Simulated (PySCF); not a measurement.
**Working out the ionisation energy of O**

O [He] 2s2 2p4 (3P) → O⁺ [He] 2s2 2p3 (4S). All numbers are calculated (PySCF 2.14, the non-relativistic Hamiltonian (point nucleus), in dyall-acv3z (15s9p4d2f, 76 functions)). Frozen: nothing; the 5 highest virtual orbitals dropped. Energies in hartree (1 hartree = 27.21139 eV):

```
             part   O (lower)  O⁺ (upper)
              UHF  -74.818717  -74.376978
MP2 opposite-spin   -0.161107   -0.119423
    MP2 same-spin   -0.042773   -0.035637
```

Question: What does Hartree-Fock give?

Answer: (-74.376978) − (-74.818717) = 0.441739 hartree = 12.020 eV.

Question: What do MP2 and SCS-MP2 (6/5 opposite-spin, 1/3 same-spin) give?

Answer: The opposite-spin parts differ by 1.134 eV and the same-spin parts by 0.194 eV. MP2: 12.020 + (1.134) + (0.194) = 13.348 eV. SCS-MP2: 12.020 + 1.2 × (1.134) + (0.194)/3 = 13.445 eV.

Measured between the centres of the two terms (NIST): 13.608 eV, so MP2 (valence and next inner shell) is off by -0.260 eV.

What remains against the reference includes basis incompleteness and correlation beyond second order.
